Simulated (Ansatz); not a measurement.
**C₂HFO₂: up Jacob's ladder to CCSD(T)**

An exercise on one series of results from a longer session: the logs are not shown, and one member is left open.

Method: functionals in def2-TZVPP, the program's frozen cores in correlated methods; program: Ansatz 0.2.0, Gaussian basis.

Plan: LDA (SPW92), PBE-D4, revPBE-D4, BLYP-D4, r2SCAN-D4, B97M-V, PBE0-D4, B3LYP-D4, r2SCANh-D4, r2SCAN0-D4, HSE06-D4, BHLYP-D4, CAM-B3LYP-D4, LC-ωPBE, ωB97X-V, ωB97M-V, B2PLYP, PBE-QIDH; CCSD(T)/def2-SVP; CCSD(T)/def2-TZVPP; MP2/def2-QZVPP; extrapolation to the limit; RPA on PBE.

## Structure used throughout

All runs share one geometry, relaxed beforehand with PBE0-D4 in a triple-zeta def2 set.

SMILES `O=C1OC1F`, 6 atoms, charge 0, spin multiplicity 1.

Atoms are counted from 1 here; the program's logs count them from 0.

Bond lengths: O1–C2 1.178 Å, C2–O3 1.338 Å, C2–C4 1.443 Å, O3–C4 1.463 Å, C4–F5 1.331 Å, C4–H6 1.086 Å. Angles: O1–C2–O3 138.9°, O1–C2–C4 157.7°, O3–C2–C4 63.4°, C2–O3–C4 61.8°, C2–C4–O3 54.8°, C2–C4–F5 120.5°, C2–C4–H6 125.4°, O3–C4–F5 114.3°, O3–C4–H6 114.7°, F5–C4–H6 112.2°.

Coordinates:

```
O    -0.6352   -1.9192    0.0717
C    -0.1171   -0.8624    0.0283
O     1.0944   -0.3410   -0.1988
C    -0.0143    0.5763    0.0674
F    -0.3840    1.3078   -0.9812
H     0.0984    1.1745    0.9665
```

Set-up of the first run:

Input file in.yaml:

```yaml
crystal:
  periodic: [false, false, false]
  atoms:
    - {symbol: O, position_ang: [-0.635221, -1.919214, 0.071682]}
    - {symbol: C, position_ang: [-0.117123, -0.862431, 0.028330]}
    - {symbol: O, position_ang: [1.094416, -0.341020, -0.198810]}
    - {symbol: C, position_ang: [-0.014315, 0.576284, 0.067382]}
    - {symbol: F, position_ang: [-0.383997, 1.307764, -0.981212]}
    - {symbol: H, position_ang: [0.098439, 1.174517, 0.966528]}
basis:
  gaussian: {orbitals: def2-TZVPP}
hamiltonian: {xc: lda}
output: {orbitals: {seedname: orbitals}}
```

Among the steps run: LDA; PBE-D4 (GGA); revPBE-D4 (GGA); BLYP-D4 (GGA); r2SCAN-D4 (meta-GGA); B97M-V (meta-GGA); PBE0-D4 (hybrid); B3LYP-D4 (hybrid); r2SCANh-D4 (hybrid); r2SCAN0-D4 (hybrid); HSE06-D4 (hybrid); BHLYP-D4 (hybrid); CAM-B3LYP-D4 (range-separated); LC-ωPBE (range-separated); ωB97X-V (range-separated); ωB97M-V (range-separated); B2PLYP (double hybrid); PBE-QIDH (double hybrid).

One table of the session follows, with a row left open; its other results are not shown here.

It belongs to the step «Frontier levels by functional». 

```
  functional  HOMO (eV)  gap (eV)
 LDA (SPW92)      -7.19      4.92
      PBE-D4      -6.97      5.01
   revPBE-D4      -6.89      5.05
     BLYP-D4      -6.91      5.05
   r2SCAN-D4      -7.30      5.57
      B97M-V          ?         ?
     PBE0-D4      -8.60      7.76
    B3LYP-D4      -8.38      7.24
  r2SCANh-D4      -7.91      6.59
  r2SCAN0-D4      -8.83      8.12
    HSE06-D4      -8.19      6.96
    BHLYP-D4     -10.20     10.56
CAM-B3LYP-D4     -10.10     10.45
     LC-ωPBE     -11.37     13.04
     ωB97X-V     -11.02     12.63
     ωB97M-V     -10.96     12.48
```

Q: Estimate the row for B97M-V from the others.

**Answer.** HOMO (eV): -7.40; gap (eV): 5.82. In the column «HOMO (eV)» it lies between r2SCANh-D4 (-7.91) and r2SCAN-D4 (-7.30).
